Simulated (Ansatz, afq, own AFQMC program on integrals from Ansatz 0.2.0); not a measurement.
# CH2O, triplet → CH2O, singlet

```yaml
atoms:
  - { symbol: O, position_ang: [0.0000, 0.0000, 0.6438] }
  - { symbol: C, position_ang: [0.0000, 0.0000, -0.6606] }
  - { symbol: H, position_ang: [0.0000, -0.9567, -1.1734] }
  - { symbol: H, position_ang: [0.0000, 0.9567, -1.1734] }
```

Connectivity, by distances: O–CH2.

E(singlet, charge +0) − E(triplet, charge +0) at this geometry, on UHF and RHF determinants.

Basis cc-pVDZ. Only valence electrons are correlated. AFQMC by an in-house program on the Cholesky factors that Ansatz 0.2.0 writes for its CCSD(T) run. The CISD trial takes its coefficients from CCSD amplitudes. Released means that phaseless walkers are propagated on without the constraint, phases kept. ± is one standard error of the sampling. The errors of all members are added in quadrature.

No full CI on the walks' own integrals is used here; CCSDT(Q) serves as the reference and is uncertain by about the last step of the cluster series. Each member takes its own surest rung, up to full CI.

The best estimate is CCSD(T) at the basis-set limit (CBS: def2-TZVPP and def2-QZVPP, with their diffuse functions for anions and beside diffuse sets, CCSD(T) itself extrapolated) plus the step from CCSD(T) to CCSDT(Q) in cc-pVDZ. Rows without CBS are in cc-pVDZ, the functionals in def2-TZVP; B2PLYP and the wave-function rows carry a basis error of their own. Core correlation and relativity beyond core potentials are missing, and ± holds the sampling alone.

Cautions: CH₂O (triplet): another spin lies lower; CH₂O (singlet): restricted determinant unstable towards unrestricted (UHF 128 meV lower, ⟨S²⟩ 0.34), its ph-AFQMC/CISD value lies 18 ± 5 meV above CCSDTQ.

```tsv
level	vertical spin gap (kcal/mol)
wB97M-V	-63.6
CCSD	-64.9
PBE	-62.7
```

From these cheaper values, estimate the vertical spin gap at the level of the best estimate.

-69.1 kcal/mol (best estimate, highest rung CCSDT(Q)).

```
         level  vertical spin gap (kcal/mol)  error against the best estimate (kcal/mol)
            HF                         -33.5                                        35.6
           MP2                         -75.4                                        -6.3
       CCSD(T)                         -68.0                                         1.1
         CCSDT                         -67.8                                         1.3
      CCSDT(Q)                         -68.3                                         0.8
 ph-AFQMC/CISD                   -68.1 ± 0.1                                   1.0 ± 0.1
released AFQMC                   -68.2 ± 0.2                                   0.9 ± 0.2
        HF/CBS                         -33.2                                        35.9
       MP2/CBS                         -78.7                                        -9.6
   CCSD(T)/CBS                         -68.9                                         0.2
        r2SCAN                         -55.9                                        13.2
          PBE0                         -58.0                                        11.1
         B3LYP                         -60.9                                         8.3
        B2PLYP                         -66.1                                         3.1
```

Correlation beyond CCSD(T) takes off 0.2 kcal/mol. Going to the basis-set limit takes off 0.9 kcal/mol at CCSD(T). The perturbative (T) step is worth −3.1 kcal/mol. The functionals spread over 10.1 kcal/mol; B2PLYP comes nearest and r2SCAN is 13.2 kcal/mol too high.

Best estimates are given only where the step beyond CCSD(T) is under 0.3 eV and no member's determinant is very poor (T1 over 0.05, or 0.07 for open shells, ⟨S²⟩ too high by 0.3, two states mixed), so the hardest cases are missing from such tables.

The functionals ran in a triple-zeta set and keep a basis error of their own, a few kJ/mol for each bond in atomization energies and more for double hybrids, so close places among them and the extrapolated levels can swap.

CCSDT and higher add their correlation energy to the determinant of the CCSD(T) run, since their own runs factorise the integrals more tightly (a shift of under 2 meV). Each member of a difference takes its own highest rung, so a best estimate needn't equal the limit plus the step of one row. A walk keeps the symmetry of its determinant, which the program's search chose and which needn't be the lowest solution, so a lower state of the same spin and another symmetry isn't excluded. Released energies are given only where the last usable release times agree within the noise; a slower fall can still hide under it.
